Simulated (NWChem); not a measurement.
## Dipole moment of HLi

SMILES: [LiH]
```xyz
2

Li     0.0000     0.0000     0.3994
H      0.0000     0.0000    -1.1982
```
Charge 0, spin multiplicity 1.

Program: NWChem. Structure: optimised with PBE0/def2-SVP, a minimum by its harmonic frequencies.

Basis set: def2-SVPD. The CCSD dipole comes from the Λ equations, without orbital relaxation.

The correlated methods freeze no orbitals. The structure started from a generated list of species. No row is a measurement; the coupled-cluster row has its own basis-set and correlation limits.

Q: Order these methods by the dipole moment they give, lowest first: PBE0, PBE, HF, CCSD.

A: PBE (5.63 D), PBE0 (5.78 D), CCSD (5.95 D), HF (6.05 D)
